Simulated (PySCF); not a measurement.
# Electron affinity of C by level of theory

C⁻ [He] 2s2 2p3 (4S) → C [He] 2s2 2p2 (3P), as a difference of total energies. All numbers are calculated (PySCF 2.14, the spin-free X2C one-electron Hamiltonian (Gaussian nucleus), in aug-cc-pCVTZ-DK with one added diffuse shell each of s, p, d, f type (8s7p5d3f, 75 functions)). Correlated levels: valence: 1s2 frozen; valence and next inner shell: nothing frozen. The calculations carry no spin-orbit coupling.

```json
{"method": "UHF", "electron affinity (eV)": "0.451"}
{"method": "LDA", "electron affinity (eV)": "1.834"}
{"method": "PBE", "electron affinity (eV)": "1.628"}
{"method": "PBE0", "electron affinity (eV)": "1.425"}
{"method": "r2SCAN", "electron affinity (eV)": "1.509"}
{"method": "B2PLYP", "electron affinity (eV)": "1.214"}
{"method": "BLYP", "electron affinity (eV)": "1.406"}
{"method": "wB97X-V", "electron affinity (eV)": "1.193"}
{"method": "r2SCAN0", "electron affinity (eV)": "1.373"}
{"method": "MP2 (valence)", "electron affinity (eV)": "1.266"}
{"method": "SCS-MP2 (valence)", "electron affinity (eV)": "0.974"}
{"method": "MP2 (valence and next inner shell)", "electron affinity (eV)": "1.269"}
{"method": "SCS-MP2 (valence and next inner shell)", "electron affinity (eV)": "0.975"}
```

How much does correlation contribute at MP2 (valence and next inner shell)?

1.269 − (0.451) = 0.818 eV, measured against UHF.

Errors of the correlated levels include the incompleteness of this basis and the frozen core.

In the anion the highest occupied orbital energy is positive at LDA, PBE, PBE0, r2SCAN, BLYP, r2SCAN0, a self-interaction effect; the basis confines that electron, and the energy difference can still be sensible.

For comparison: 1.262 eV (measured; photodetachment measurements, as compiled on the Wikipedia data page of electron affinities).
